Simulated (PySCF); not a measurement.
Calculation: PySCF with PBE-D3(BJ)/def2-TZVP // B3LYP-D3(BJ)/def2-TZVP. Gas-phase values, no solvent. 

Reference species (SMILES): `[NH2]` (neutral, multiplicity 2).

| Quantity | Value |
|---|---|
| dipole moment | 1.90 D |

Changed species: `N[B]N` (radical fragment; the reference has radical fragment).

### Question
Predict the effect on the dipole moment.

### Answer
the dipole moment falls by 0.20 D, to 1.70 D.
